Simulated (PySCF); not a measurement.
Gas-phase reaction: 2 SiH2(NH2)2 ⇌ 3 NH2 + Si2H6 + N

Computed with PySCF and rigid-rotor harmonic-oscillator thermochemistry at 1 bar. † marks an energy on the PBE0/def2-TZVP geometry and frequencies; other levels use their own. MP2 freezes the core. Open shells (unrestricted): NH2 (multiplicity 2), N (multiplicity 4); the rest are closed-shell singlets. B3LYP is the form with VWN-RPA correlation. No R ln 2 is added for the mirror-image form of SiH2(NH2)2. SiH2(NH2)2: computed as isolated molecules; such fragments, hydroxides, amides, oligomers or adducts are transient or little studied in the gas. MP2 isn't extrapolated to the basis-set limit; its ΔH°(298 K) is 1337.3 kJ in def2-SVP and 1449.8 kJ in def2-TZVPP. The harmonic model lacks anharmonicity and excited electronic states, which grow with temperature; levels with a mode under 35 cm⁻¹ are left out. Internal rotation in SiH2(NH2)2, Si2H6 is treated as a harmonic vibration of one conformer, which makes the entropy rough.

```tsv
level	ΔE electronic, kJ	ΔH°(298 K), kJ	ΔS°(298 K), J/K	ΔG°(600 K), kJ
B3LYP/def2-TZVP†	1415	1348	432	1087
BLYP/def2-TZVP†	1408	1341	432	1080
HF/def2-TZVP†	958	891	432	631
M06-2X/def2-TZVP†	1504	1437	432	1176
MP2/def2-SVP†	1405	1337	432	1077
PBE/def2-SVP	1457	1391	436	1129
PBE/def2-TZVP†	1471	1404	432	1143
PBE0/def2-QZVP†	1444	1376	432	1116
LDA/def2-TZVP†	1746	1678	432	1418
ωB97M-V/def2-TZVP†	1483	1416	432	1155
ωB97X-V/def2-TZVP†	1462	1395	432	1134
```
ΔH° is lowest at HF/def2-TZVP† and highest at LDA/def2-TZVP†. No reference value is set beside these.
